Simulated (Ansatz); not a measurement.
Frontier orbitals of C₅H₆, SMILES `C=CC1=CC1`.

Charge 0, multiplicity 1. The geometry is a stationary point of PBE0-D4/def2-TZVP. It is one conformer, not always the lowest. Basis def2-TZVPP, the Gaussian-basis code of Ansatz.

| functional | HOMO (eV) | LUMO (eV) | gap (eV) |
| --- | --- | --- | --- |
| PBE | -5.62 | -2.02 | 3.60 |
| revPBE | -5.56 | -1.93 | 3.63 |
| B97M-V | -5.75 | -1.75 | 4.00 |
| PBE0 | -6.61 | -1.07 | 5.54 |
| CAM-B3LYP | -7.84 | 0.04 | 7.88 |
| ωB97M-V | -8.69 | 1.00 | 9.69 |

From PBE to PBE0 the HOMO moves by −0.99 eV and the LUMO by +0.95 eV, and with ωB97M-V by −3.07 and +3.02 eV, so the gap grows from 3.60 to 9.69 eV with exact exchange. A positive LUMO is unbound and depends on the basis.
